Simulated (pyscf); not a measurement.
`[CH3][ZnH]` + `[SeH2]` → `[CH4]` + `[ZnH][SeH]`, a four-centre exchange (singlet surface; C–Zn, H–Se broken, C–H, Se–Zn formed). Optimised with ωB97X-D3(BJ)/def2-SVP in PySCF. Energies in kJ/mol from the separated reactants.

Small-basis levels: PySCF, no dispersion term, spherical d functions. AM1 to PM7: differences of heats of formation from MOPAC, which are fitted to 298 K values and so differ in kind from electronic energies by zero-point and thermal terms. Cost: rough CPU time at the saddle relative to B3LYP/6-31G*+LANL2DZ, from one job on a shared machine.

| level | barrier | reaction energy | cost |
|---|---|---|---|
| HF/STO-3G | 188.0 | -219.2 | 0.1 |
| HF/3-21G | 96.7 | -123.9 | 0.1 |
| SVWN5/6-31G*+LANL2DZ | -6.0 | -149.5 | 0.9 |
| B3LYP/LANL2DZ | 73.5 | -144.1 | 1.0 |
| M06-2X/6-31G*+LANL2DZ | 42.6 | -167.6 | 2 |
| PBE/def2-SVP | 35.9 | -126.1 | 2 |
| PM7 | 84.7 | -112.0 | under 0.02 |
| ωB97M-D3(BJ)/def2-TZVP | 75.1 | -134.2 | – |

Against the last row the barrier runs from -81.1 (SVWN5/6-31G*+LANL2DZ) to +112.9 kJ/mol (HF/STO-3G). At SVWN5/6-31G*+LANL2DZ this geometry lies under one side, so the entry may be no barrier of that level: it is a single point on another level's saddle. ωB97M-D3(BJ)/def2-TZVP has limits of its own. On the reactant side the descent ends in a complex, 24.4 kJ/mol under the separated species and 84.1 kJ/mol under the saddle at ωB97X-D3(BJ)/def2-TZVP. At ωB97X-D3(BJ)/def2-TZVP the barrier from the zero used here is 59.7 kJ/mol. One saddle was located; it need not be the lowest between these sides. In the def2 sets elements up to Kr have no core potential.
